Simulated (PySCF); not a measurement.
# LiMg: basis, grid and Hamiltonian

The method stays; parts of the set-up, such as the basis or the Hamiltonian, are changed.

Method: each script names its method and basis; program: PySCF 2.14.0.

2 further runs of the same task are left out: 2 that didn't finish.

**1. The system as given**

LiMg: 2 atoms, charge 0, spin multiplicity 2.

No contacts short enough for the rule that draws bonds.

**2. Base script**

The input, input.py:

```python
from pyscf import gto, scf

mol = gto.M(
    atom='Li 0 0 0; Mg 0 0 3.036',
    basis='cc-pvdz-dk',
    charge=0,
    spin=1,
    verbose=3,
)
mf = scf.ROHF(mol)
mf = mf.sfx2c1e()
mf.kernel()
mf.dip_moment()
print('orbital energies (hartree):', mf.mo_energy[..., max(0, mol.nelec[1]-3):mol.nelec[0]+3].round(4))
```

Launch:

```console
OMP_NUM_THREADS=1 python input.py
```

Its log is not repeated here.

Base result: E(SCF) = -207.342607 Eh, μ = 0.89 D.

The bond length is a typed value, not an optimised one.

**3. Sbkjc (core potential on, X2C off)**

Run 1 changes basis set: cc-pvdz-dk → sbkjc; core potential: off → on; spin-free X2C: on → off. The core potential changes with it: totals don't compare.

The input, input.py:

```python
from pyscf import gto, scf

mol = gto.M(
    atom='Li 0 0 0; Mg 0 0 3.036',
    basis='sbkjc',
    ecp={'Li': 'sbkjc', 'Mg': 'sbkjc'},
    charge=0,
    spin=1,
    verbose=3,
)
mf = scf.ROHF(mol)
mf.kernel()
mf.dip_moment()
print('orbital energies (hartree):', mf.mo_energy[..., max(0, mol.nelec[1]-3):mol.nelec[0]+3].round(4))
```

Launch:

```console
OMP_NUM_THREADS=1 python input.py
```

**4. 6-31g (X2C off)**

Run 2 changes basis set: cc-pvdz-dk → 6-31g; spin-free X2C: on → off.

Changes to input.py since step 2:

```diff
@@ -4,3 +4,3 @@
     atom='Li 0 0 0; Mg 0 0 3.036',
-    basis='cc-pvdz-dk',
+    basis='6-31g',
     charge=0,
@@ -10,3 +10,2 @@
 mf = scf.ROHF(mol)
-mf = mf.sfx2c1e()
 mf.kernel()
```

**5. Cc-pvdz (X2C off)**

Run 3 changes basis set: cc-pvdz-dk → cc-pvdz; spin-free X2C: on → off.

Changes to input.py since step 2:

```diff
@@ -4,3 +4,3 @@
     atom='Li 0 0 0; Mg 0 0 3.036',
-    basis='cc-pvdz-dk',
+    basis='cc-pvdz',
     charge=0,
@@ -10,3 +10,2 @@
 mf = scf.ROHF(mol)
-mf = mf.sfx2c1e()
 mf.kernel()
```

**6. Cartesian functions on**

Run 4 changes Cartesian functions: off → on.

Changes to input.py since step 2:

```diff
@@ -7,2 +7,3 @@
     spin=1,
+    cart=True,
     verbose=3,
```

**7. Minao (X2C off)**

Run 5 changes basis set: cc-pvdz-dk → minao; spin-free X2C: on → off.

Changes to input.py since step 2:

```diff
@@ -4,3 +4,3 @@
     atom='Li 0 0 0; Mg 0 0 3.036',
-    basis='cc-pvdz-dk',
+    basis='minao',
     charge=0,
@@ -10,3 +10,2 @@
 mf = scf.ROHF(mol)
-mf = mf.sfx2c1e()
 mf.kernel()
```

Before running it: what results should come out? Wanted: for each run, E(SCF); from base; SCF dipole.

The runs gave:

```csv
run,E(SCF) (hartree),from base (eV),SCF dipole (D),functions
base,-207.342607,0,0.89,32
"sbkjc (core potential on, X2C off)",-0.973308,not comparable,0.61,16
6-31g (X2C off),-207.021079,not comparable,0.61,22
cc-pvdz (X2C off),-207.035986,not comparable,0.86,32
Cartesian functions on,-207.342649,-0.0011,0.89,n/a
minao (X2C off),-207.030635,not comparable,0.85,8
```

What this shows: Total energies from different bases, Hamiltonians or methods carry different errors, so properties are taken as differences within one set-up.
